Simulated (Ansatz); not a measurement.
The first iterations of a band of FH + H5NSi (9 atoms, charge 0, multiplicity 1).

The calculation used RKS PBE0-D4/def2-SVP in Ansatz 0.2.0.

- movable images: 7
- climbing image: yes
- spring: 5.0 eV/Å²
- optimiser: fire
- start path: through a guess of the saddle point
- force threshold: 0.05 eV/Å
- iteration limit: 60
- end points: relaxed

Image 0:

```xyz
9
Properties=species:S:1:pos:R:3
Si -0.112 0.221 0.100
N 0.078 -0.099 1.829
H -0.783 -0.253 2.351
H 0.648 0.573 2.340
H 1.255 0.344 -0.472
H -0.868 1.483 -0.182
H -0.862 -0.924 -0.480
F 1.376 -2.309 1.268
H 0.930 -1.557 1.645
```

Image 8:

```xyz
9
Properties=species:S:1:pos:R:3
Si 0.365 -0.156 -0.318
N -0.110 -0.344 2.296
H -1.007 -0.708 2.613
H 0.094 0.478 2.864
H 0.736 -0.131 -1.774
H 0.443 1.256 0.144
H -0.993 -0.760 -0.256
F 1.535 -1.114 0.311
H 0.597 -1.042 2.520
```

| iteration | highest image above the first end (eV) | largest band force component (eV/Å) |
| --- | --- | --- |
| 1 | 2.442 | 4.792 |
| 2 | 1.953 | 2.123 |
| 3 | 1.656 | 1.323 |
| 4 | 1.288 | 2.557 |
| 5 | 1.189 | 1.763 |
| 6 | 1.168 | 1.173 |
| 7 | 1.128 | 0.899 |
| 8 | 1.071 | 0.908 |
| 9 | 1.055 | 0.852 |
| 10 | 1.023 | 0.837 |
| 11 | 0.977 | 0.816 |
| 12 | 0.919 | 0.790 |
| 13 | 0.855 | 0.759 |
| 14 | 0.798 | 0.724 |
| 15 | 0.769 | 0.675 |
| 16 | 0.739 | 0.608 |

Does the band converge within its limit, and where does its top end?

It converged. It ended after 50 iterations with the highest image 0.579 eV above the first end. Another band between the same ends (7 images) ends at a top of the same energy, where a vibrational analysis finds 1 clearly imaginary mode. The orbitals stay closed-shell, which can raise the energy where a bond breaks towards radicals; this wasn't checked here.

Time of the run: 11 min on 1 thread of Arm Neoverse V2, on a shared host, peak memory 0.13 GiB.
